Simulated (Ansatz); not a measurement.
Ansatz (a quantum-chemistry and plane-wave program) input (MP2/cc-pCVQZ): A basis named .json is the Basis Set Exchange file of that set (core-valence sets with the plain set on hydrogen).

Ansatz 0.2 input:
```yaml
crystal:
  periodic: [false, false, false]
  atoms:
    - {symbol: F, position_ang: [0.03923562, 1.10057360, -0.27954166]}
    - {symbol: O, position_ang: [-0.01962367, 0.00815420, 0.59730772]}
    - {symbol: F, position_ang: [-0.02179237, -1.10782178, -0.25139853]}
basis:
  gaussian:
    orbitals: cc-pCVQZ.json
magnetization: {spin_polarized: false}
correlation: {method: mp2, electrons: outside_noble_gas}
```

Output:

```
Functional definition: HF
integrals: 0.53 GiB planned
1682 factors; integrals over basis functions are off by at most 4.7e-4 eV
mean field: 0.91 GiB planned
mean field evaluation 1: about -7442.1913 eV, gradient 3.8e1 eV
mean field evaluation 2: about -7442.1986 eV, gradient 3.8e1 eV
mean field evaluation 4: about -7444.4622 eV, gradient 4.2e0 eV
mean field evaluation 8: about -7444.5152 eV, gradient 5.3e-1 eV
mean field evaluation 16: about -7444.5169 eV, gradient 2.6e-6 eV
mean field -7444.51691444 eV, -273.5809505309 hartree, gradient 2.6e-6 eV, S^2 0.000000; 0 other end points of the search recorded, 0 dependent functions left out; unrestricted orbitals would lower it
3 core orbitals not correlated
reference -7444.51691444 eV, -273.5809505309 hartree; 10, 10 occupied and 239, 239 virtual orbitals, 1682 factors
second order -22.62781435 eV of doubles, -0.00000000 eV of singles
Total energy: -7467.14472879 eV, -274.4125073705 hartree
```
